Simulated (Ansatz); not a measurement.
**Heating and cooling a random packing of Si$_{15}$C$_{7}$**

A packing of 22 atoms, thrown in at random and pushed apart as soft spheres with like charges further apart (7 C, 15 Si) went through Langevin stages in a fixed cell of 16.52 Å³/atom, at one k point, without spin and with a Fermi–Dirac width of kT (0.05 eV at least). Theory: Ansatz, DFT PBE, scalar-relativistic, plane waves, PAW.

| thermostat (K) | duration (fs) | friction (1/fs) | cutoff (eV) | mean T (K) | mean P (GPa) | mean square displacement (Å²) |
| --- | --- | --- | --- | --- | --- | --- |
| 4000 | 48 | 0.030 | 320 | 4042 | 1.9 | 0.51 |
| 4000 | 500 | 0.030 | 420 | 4412 | 2.5 | 6.00 |
| 2880 | 468 | 0.030 | 420 | 2765 | -0.6 | 2.17 |
| 1600 | 500 | 0.030 | 420 | 1583 | -4.4 | 1.05 |
| 300 | 500 | 0.030 | 420 | 319 | -6.6 | 0.20 |

Means run over the second half of a stage; pressure includes the kinetic part; displacements count from the stage's start, the atoms' common shift taken off.

Cell and atoms were then relaxed on coarser meshes and computed once more: Plane waves to 420 eV, a k mesh through Γ of 5×5×5 on the computed 22-atom cell and Gaussian smearing (0.10 eV); no spin polarisation.

What structure is left?

One draw of many: 14.40 Å³/atom with no gap on the mesh, 0.51 eV/atom above the elements' standard states (static lattices, no corrections for gases) (a random packing after short dynamics, relaxed).

Counting as bonded all pairs within 1.2 times the summed covalent radii:

```
atom → neighbour mean count mean length (Å) spread (Å)
           C → C        1.14             1.45        0.07
          C → Si        2.29             1.90        0.03
          Si → C        1.07             1.90        0.03
         Si → Si        3.33             2.46        0.08
```

Angles between all pairs of such bonds at an atom (mean ± spread): 113 ± 11° at C, 106 ± 23° at Si.

```
Si C
1.0
     6.98599    0.50897   -0.36812
     0.52574    7.00264    0.25710
    -0.34964    0.25458    6.54271
Si C
15 7
Direct
  0.79361 0.07187 0.47057
  0.45548 0.84039 0.21286
  0.20214 0.26228 0.76644
  0.77840 0.24883 0.90491
  0.65564 0.63250 0.49745
  0.41671 0.42234 0.51011
  0.43719 0.06760 0.55300
  0.53728 0.79201 0.79577
  0.25051 0.28864 0.22383
  0.09735 0.59445 0.46874
  0.99965 0.00220 0.80929
  0.04990 0.90234 0.29774
  0.48828 0.54719 0.04483
  0.78000 0.38809 0.26114
  0.92718 0.51726 0.76495
  0.38175 0.31492 0.99241
  0.27098 0.02635 0.31741
  0.55480 0.96311 0.99820
  0.54833 0.16266 0.96530
  0.02064 0.80822 0.02953
  0.99503 0.61845 0.02342
  0.02032 0.47508 0.21401
```

The final mesh leaves forces up to 0.25 eV/Å and stresses up to 0.3 GPa: the relaxation ran on a coarser mesh, so the cell's shape, its bonds and its energy belong partly to that mesh.

Cost: 6 runs of about 52 core-minutes in all (earlier runs that led there not counted), on Arm Neoverse V1 (shared hosts).